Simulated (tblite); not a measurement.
Compound: 1-aminopyrrolidine, C4H10N2.
SMILES with atom numbers: `[NH2:1][N:2]1[CH2:3][CH2:4][CH2:5][CH2:6]1` (hydrogens: H7, H8 on N1; H9, H10 on C3; H11, H12 on C4; H13, H14 on C5; H15, H16 on C6)

Structure used (GFN2-xTB), in Å, numbered top down from 1:
```
atom  x, y, z in Å
N1     1.7371    0.4258   -0.7321
N2     0.9773    0.2157    0.4988
C3     0.3206   -1.0810    0.4994
C4    -0.9044   -0.9334   -0.4122
C5    -1.3703    0.4950   -0.1102
C6    -0.1316    1.1720    0.5250
H7     2.1351   -0.4665   -1.0123
H8     2.5183    1.0273   -0.4725
H9     1.0052   -1.8720    0.1903
H10    0.0062   -1.2743    1.5290
H11   -1.6666   -1.6823   -0.2082
H12   -0.5941   -1.0195   -1.4538
H13   -1.6863    1.0132   -1.0131
H14   -2.2030    0.4923    0.5926
H15   -0.3192    1.4216    1.5721
H16    0.1680    2.0751   -0.0040
```

Computed values, GFN2-xTB/tblite, gas phase, harmonic and unscaled. Against measured fundamentals such values can be off by several per cent, at times by over 20. One conformer, not necessarily the lowest. The optimisation stopped once no atom felt more than 0.01 eV/Å.

Lowest wavenumbers of the output (negative numbers stand for imaginary wavenumbers):
```
mode    cm-1
  1    -151.1
  2      49.8
  3     167.0
  4     393.7
  5     444.2
  6     609.7
  7     693.5
  8     805.1
  9     860.2
 10     889.3
```

Is this structure a minimum?

No. 1 mode is imaginary beyond 20i (151i cm⁻¹), so at this level the point lies at or near a first-order saddle.

Which atoms move in the imaginary mode?

151i: H7 (N–H hydrogen) 45 %, H8 (N–H hydrogen) 45 %. These are shares of the mass-weighted motion.

What is the remedy?

Step along that mode in both directions, optimise again with tighter thresholds and repeat the frequencies. The zero-point energy of this point (89.5 kcal/mol) counts the 41 real modes alone, and thermal corrections from it aren't those of a minimum.
